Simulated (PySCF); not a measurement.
All values below come from PySCF 2.14.0 with PBE-D3(BJ)/def2-TZVP. Isolated molecules, 0 K electronic values unless said otherwise. One relaxed conformer stands for a flexible species; it need not be the lowest. 

Reference species (SMILES): `C[C]=O` (neutral, multiplicity 2).

The highest occupied spin orbital is -4.32 eV.

Changed species: `O([C]=O)C` (C–O–C–O torsion 0°) (radical fragment; the reference has radical fragment).

### Question
What does the change do to the highest occupied spin orbital?

### Answer
the highest occupied spin orbital drops by 0.96 eV, to -5.28 eV.
